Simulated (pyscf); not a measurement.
Hydrogen abstraction: H₃C–Ga(CH₃)–OH (SMILES [CH3][Ga]([CH3])[OH]) + H• (SMILES [H]) → •H₂C–Ga(CH₃)–OH (SMILES [CH2][Ga]([CH3])[OH]) + H₂ (SMILES [H][H])

Gas phase, doublet surface, charge 0. Bonds broken: C3–H8. Bonds formed: H8–H12. Single points on ωB97X-D3(BJ)/def2-SVP structures (PySCF, gas phase).

Transition state (Å):

```xyz
12

C      1.7785     0.1997     1.8931
Ga     0.5451     0.5884     0.4183
C     -1.3867     0.3548     0.3877
O      1.1727     1.1801    -1.1548
H      1.6746    -0.8514     2.2082
H      2.8296     0.3767     1.6196
H      1.5382     0.8272     2.7669
H     -1.5546    -0.9473     0.0229
H     -1.9412     0.3708     1.3365
H     -1.9333     0.8687    -0.4153
H      2.1283     1.2784    -1.2153
H     -1.7905    -1.8285    -0.2141
```

One imaginary mode, 1453i cm⁻¹; descent along it reached the two sides named.

```tsv
bond	change	reactant side (Å)	saddle	product side
C3–H8	breaks	1.101	1.363	3.1
H8–H12	forms	2.9	0.943	0.761
```

Electronic energies relative to the separated reactants (kcal/mol):

```
level                   barrier  reaction energy  reverse barrier
----------------------  -------  ---------------  ---------------
ωB97X-D3(BJ)/def2-TZVP     10.6             -1.5             12.1
PBE/def2-TZVP               5.8             -0.4              6.2
r²SCAN/def2-TZVP            4.3             -5.2              9.4
B3LYP-D3(BJ)/def2-TZVP      5.2             -4.8             10.0
PBE0-D3(BJ)/def2-TZVP       8.0             -0.4              8.4
M06-2X/def2-TZVP           11.9             -2.2             14.1
ωB97M-D3(BJ)/def2-TZVP     10.7             -1.5             12.1
HF/def2-TZVP               20.6             -4.5             25.1
```

With ωB97M-D3(BJ)/def2-TZVP energies and thermal terms (ideal gas, 1 atm, RRHO with modes under 100 cm⁻¹ raised to 100, one conformer, R ln 2 for chiral ones without a mode under 150 cm⁻¹), in kcal/mol:

```
T (K)  ΔH‡   ΔG‡    ΔH    ΔG
-----  ---  ----  ----  ----
298    8.3  15.3  -2.9  -4.1
600    7.9  22.6  -2.6  -5.4
900    7.9  29.9  -2.7  -6.8
1200   7.8  37.3  -3.1  -8.1
```

This saddle turned up in a search for another step; its sides and bond changes are read from the two ends of the descent. •H₂C–Ga(CH₃)–OH lies 13.7 kcal/mol over its isomer [H₃C–CH₂–Ga–OH]• (electronic energy, ωB97M-D3(BJ)/def2-TZVP). This is the saddle that the search found; another between the same sides may lie lower. The angle at the transferred H is 173°. Elements up to Kr have no core potential and no relativistic terms here.
